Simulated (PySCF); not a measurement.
Reaction (SMILES): N#P (N-P) + 3 [H][H] (H2) → N (NH3) + P (PH3)
B3LYP-D3(BJ)/def2-TZVP geometries, fixed; electronic energies without zero-point terms.
Largest species:
```xyz
4

N      0.0022    -0.0038     0.1116
H     -0.0020     0.9512    -0.2281
H      0.8095    -0.4644    -0.2929
H     -0.8232    -0.4600    -0.2599
```
Charge 0, spin multiplicity 1.

Basis-set convergence of the energy of full hydrogenation at PBE with PySCF. All functions are spherical. Density fitting with generated auxiliary sets. In sets without p functions on hydrogen, species with hydrogen take exact integrals. No added dispersion term, no relativity. Functions are those of the species that has most. Reference: the value in aug-pcseg-3, -71.13 kcal/mol, itself unsure by roughly 0.10 kcal/mol (its mean distance from aug-cc-pV(Q+d)Z, def2-QZVPPD, pcseg-3). Deviations are taken from unrounded values.

```json
[
 {"basis": "STO-3G", "functions": "14", "energy of full hydrogenation (kcal/mol)": "-51.61", "minus reference (kcal/mol)": "19.52"},
 {"basis": "3-21G", "functions": "22", "energy of full hydrogenation (kcal/mol)": "-59.69", "minus reference (kcal/mol)": "11.44"},
 {"basis": "6-31G", "functions": "22", "energy of full hydrogenation (kcal/mol)": "-67.57", "minus reference (kcal/mol)": "3.56"},
 {"basis": "6-31G*", "functions": "32", "energy of full hydrogenation (kcal/mol)": "-64.13", "minus reference (kcal/mol)": "7.00"},
 {"basis": "6-31G**", "functions": "33", "energy of full hydrogenation (kcal/mol)": "-68.03", "minus reference (kcal/mol)": "3.10"},
 {"basis": "6-31+G*", "functions": "40", "energy of full hydrogenation (kcal/mol)": "-67.66", "minus reference (kcal/mol)": "3.47"},
 {"basis": "6-311G**", "functions": "44", "energy of full hydrogenation (kcal/mol)": "-69.99", "minus reference (kcal/mol)": "1.14"},
 {"basis": "6-311+G**", "functions": "52", "energy of full hydrogenation (kcal/mol)": "-71.64", "minus reference (kcal/mol)": "-0.51"},
 {"basis": "6-311++G(2d,2p)", "functions": "65", "energy of full hydrogenation (kcal/mol)": "-72.27", "minus reference (kcal/mol)": "-1.14"},
 {"basis": "6-311++G(3df,3pd)", "functions": "101", "energy of full hydrogenation (kcal/mol)": "-71.56", "minus reference (kcal/mol)": "-0.43"}
]
```

The smallest set listed that lies within 2 kcal/mol of the reference with all its larger relatives (same family, alike in diffuse functions; a set with none counts only in the reference's own line) is 6-311+G** (52 functions, -0.51 kcal/mol off). Inside, with no larger relative to test it: 6-311G**.
